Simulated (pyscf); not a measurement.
A first-order saddle from PySCF, ωB97X-D3(BJ)/def2-SVP:

```xyz
10

Cl    -0.7873     2.9472    -0.5624
In    -0.0948     0.8736     0.1973
Cl     2.0836     0.1320    -0.0914
H     -0.6164     0.6972     2.0789
O     -1.5147    -0.6052     0.3282
Si    -1.4912    -0.5982     2.4422
H     -1.4919    -1.4307    -0.1720
H     -2.9638    -0.4695     2.3242
H     -1.2404    -0.2613     3.8931
H     -0.8280    -1.9233     2.3106
```
Charge 0, spin multiplicity 1.

Surface: singlet, charge 0. Lowest wavenumbers (cm⁻¹): 107i, 43, 90, 107, 151.

**Question.** Which two sides does it connect, and which bonds change?

**Answer.** Cl–InH–Cl (SMILES [Cl][InH][Cl]) + HO–SiH₃ (SMILES O[SiH3]) <-> HO–In(Cl)–Cl (SMILES [OH][In]([Cl])[Cl]) + SiH₄ (SMILES [SiH4]), a four-centre exchange read from left to right: H–In, O–Si broken and In–O, H–Si formed. At ωB97M-D3(BJ)/def2-TZVP it lies +17.3 kcal/mol from the left side and -0.3 kcal/mol from the right (each side as separated species at their lowest minima found). On the reactant side the descent ends in an adduct with a In–O contact (not fully relaxed), 19.1 kcal/mol under the separated species and 31.1 kcal/mol under the saddle at ωB97X-D3(BJ)/def2-TZVP. On the product side the descent ends in a complex, 8.0 kcal/mol under the separated species and 4.0 kcal/mol under the saddle at ωB97X-D3(BJ)/def2-TZVP. At ωB97M-D3(BJ) the saddle lies under the separated products, which points to a path from their complex (located at ωB97X-D3(BJ) alone), and parting the products costs more than the saddle. What is counted as formed (In–O) is already present as a longer contact in the reactant adduct; forming that adduct is a step of its own. At ωB97X-D3(BJ)/def2-TZVP the barrier from the zero used here is 12.0 kcal/mol. One saddle was located; it need not be the lowest between these sides. Elements past Kr carry the def2 core potentials, without spin-orbit coupling.
